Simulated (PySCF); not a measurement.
# What binds SiB: the parts of the energy along the bond

State: ⁴Σ⁻, quartet, unpaired electrons σ ↑, π ↑↑. ROHF-based CCSD(T) in PySCF 2.14 with Si cc-pV(T+d)Z, B cc-pVTZ and Si cc-pV(Q+d)Z, B cc-pVQZ (frozen core orbitals: 6; no relativity). Correlation energies are extrapolated as n⁻³ (n = 3, 4), Hartree–Fock as (n+1)·exp(−9√n). CV is the change on freezing 1 orbitals instead, in Si cc-pwCVTZ, B cc-pwCVTZ. SR is the spin-free X2C energy in Si cc-pVTZ-DK, B cc-pVTZ-DK less the non-relativistic one in Si cc-pVTZ, B cc-pVTZ. All energies in eV from Si + B.

```csv
R (Å),HF/CBS,CCSD corr.,(T),CV,SR,total
1.6843,-2.119,-0.395,-0.1356,-0.0589,0.0022,-2.706
1.7609,-2.448,-0.429,-0.1509,-0.0455,0.0035,-3.070
1.8374,-2.574,-0.475,-0.1680,-0.0346,0.0042,-3.247
1.9140,-2.552,-0.530,-0.1864,-0.0257,0.0045,-3.290
1.9906,-2.428,-0.591,-0.2049,-0.0184,0.0045,-3.238
2.0863,-2.186,-0.669,-0.2253,-0.0111,0.0043,-3.087
2.1820,-1.907,-0.731,-0.2384,-0.0051,0.0040,-2.877
```

A fit to the total gives Re = 1.9058 Å, De = 3.290 eV, ωe = 753.9 cm⁻¹, Be = 0.5875 cm⁻¹ (masses 27.9769 and 11.0093 u).

Problem. At R = 1.9140 Å the CCSD correlation energy is -0.162595 hartree in the smaller basis and -0.168709 in the larger. Extrapolate it.

Solution. (4³·E4 − 3³·E3)/(4³ − 3³) = -0.17317 hartree; the larger basis holds 97.4 % of it.

The T1 diagnostic is 0.043, large enough to doubt a single reference. The state was picked by a PBE0 search and need not be the measured ground state. Spin–orbit coupling, excitations beyond (T) and corrections to the Born–Oppenheimer picture are left out.
